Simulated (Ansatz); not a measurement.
C₂H₂O₂, SMILES `OC#CO`, relaxed with RKS PBE-D4/def2-SVP in Ansatz from a rough embedded geometry. The force threshold is 0.03 eV/Å; the program also tests the step.

The species carries charge 0 and has multiplicity 1.

Start:

```xyz
6

O     1.579    0.464   -0.992
C     0.466    0.146   -0.329
C    -0.517   -0.165    0.291
O    -1.508   -0.448    1.057
H     2.246   -0.196   -0.946
H    -2.266    0.199    0.918
```

**Question.** How much energy does the relaxation release, and in how many steps? (Estimate.)

**Answer.** Ansatz gave: 0.23 eV, in 12 steps, 1 of them rejected.

**Question.** Which bonds change most? (An estimate is asked.)

**Answer.** The calculation gave: O1–H5 from 0.940 to 0.978 Å; C3–O4 from 1.284 to 1.322 Å; O4–H6 from 1.007 to 0.978 Å; C2–C3 from 1.203 to 1.224 Å.

**Question.** Give the relaxed structure. (Best estimate.)

**Answer.** Ansatz gave: 
```xyz
6

O     1.690    0.490   -0.811
C     0.589    0.121   -0.178
C    -0.487    0.021    0.398
O    -1.518   -0.242    1.183
H     2.068   -0.287   -1.268
H    -2.343   -0.104    0.677
```
